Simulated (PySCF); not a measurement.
# Relative stability

The two ends of one reaction step of SiH$_{4}$ClF, singlet (PBE0-D4/def2-TZVP).

A:

```
7
angstrom
Si -0.8589 0.5398 0.3631
H 2.1994 -1.9265 -0.3958
H -0.3055 -0.4969 1.2540
H -2.0741 0.1147 -0.3569
Cl -1.2917 2.1946 1.4663
H 2.0247 -1.2852 -0.7353
F 0.2496 0.9188 -0.7125
```

B:

```json
{"atom": "Si1", "x (Å)": "-0.5360", "y (Å)": "-0.6255", "z (Å)": "0.4810"}
{"atom": "H2", "x (Å)": "0.2274", "y (Å)": "-1.5922", "z (Å)": "-0.3351"}
{"atom": "H3", "x (Å)": "-1.1577", "y (Å)": "-1.2829", "z (Å)": "1.6509"}
{"atom": "H4", "x (Å)": "-1.5400", "y (Å)": "0.0989", "z (Å)": "-0.3251"}
{"atom": "Cl5", "x (Å)": "0.8064", "y (Å)": "0.7734", "z (Å)": "1.2253"}
{"atom": "H6", "x (Å)": "1.2713", "y (Å)": "1.3770", "z (Å)": "-0.8948"}
{"atom": "F7", "x (Å)": "1.1923", "y (Å)": "1.3451", "z (Å)": "-1.8196"}
```

Computed with PySCF 2.14 with density fitting (its default auxiliary sets; JK sets also for MP2 and CCSD(T)) (basis: def2-TZVPP); correlated methods freeze the cores. B3LYP uses VWN-RPA correlation.

Which structure is lower at CCSD(T), and by how much? (To be estimated.)

The calculation gives: A, by 104.7 kJ/mol (electronic energy, against the other). By their contacts, A is a complex of SiH₂ClF ([F][SiH2][Cl]) + H₂ and B is a complex of SiH₃Cl ([SiH3][Cl]) + HF.

All methods give the same order:

```
   method  E(B) − E(A) (kJ/mol)
    SPW92                  89.6
   PBE-D4                  97.1
r2SCAN-D4                 110.8
  PBE0-D4                  97.3
 B3LYP-D4                 106.5
 BHLYP-D4                 108.6
  wB97M-V                 107.2
       HF                 113.9
      MP2                 109.2
     CCSD                 104.6
  CCSD(T)                 104.7
```

No T1 diagnostic of these runs exceeds 0.010.

Labels in which every atom is bracketed show which atoms are joined, not bond orders.

For scale, one of the runs: CCSD(T)/def2-TZVPP, 171 basis functions, launched by `OMP_NUM_THREADS=4 python run.py`. Time: 5 min of wall clock on 4 CPU threads of an Intel Xeon; the host was shared. Peak host memory: 1.5 GiB.
